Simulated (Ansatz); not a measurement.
Input for Ansatz (development build ahead of 0.2.0):

```yaml
crystal:
  periodic: [false, false, false]
  atoms:
    - { symbol: Si, position_ang: [0.0, 0.0, 0.0] }
    - { symbol: H, position_ang: [1.24, 0.0, -0.8] }
    - { symbol: H, position_ang: [-1.24, 0.0, -0.8] }
    - { symbol: Si, position_ang: [0.0, 0.0, 6.48] }
    - { symbol: H, position_ang: [1.24, 0.0, 7.28] }
    - { symbol: H, position_ang: [-1.24, 0.0, 7.28] }
basis:
  gaussian: { orbitals: def2-SVP }
magnetization:
  spin_polarized: true
hamiltonian:
  xc: hf
scf:
  omitted_lower_state_checks: [starts, atomic_configurations, cluster_reference, orbital_swaps, given_window_search, neighbouring_geometries, increment]
output:
  forces: true
```

The input is written out in the form of the current development build from the run's settings.

Output:

```yaml
Converged: yes
Total_energy: -579.84644 hartree
Spin_squared_of_the_determinant: 1.265
Stability_test: minimum
```

Forces (eV/Å):
```tsv
atom	Fx	Fy	Fz
Si1	0.000	0.000	1.646
H2	-0.006	0.000	-0.825
H3	0.006	0.000	-0.825
Si4	0.000	0.000	-1.646
H5	-0.006	0.000	0.825
H6	0.006	0.000	0.825
```

Caution: the unrestricted determinant is a mixture of spin states.
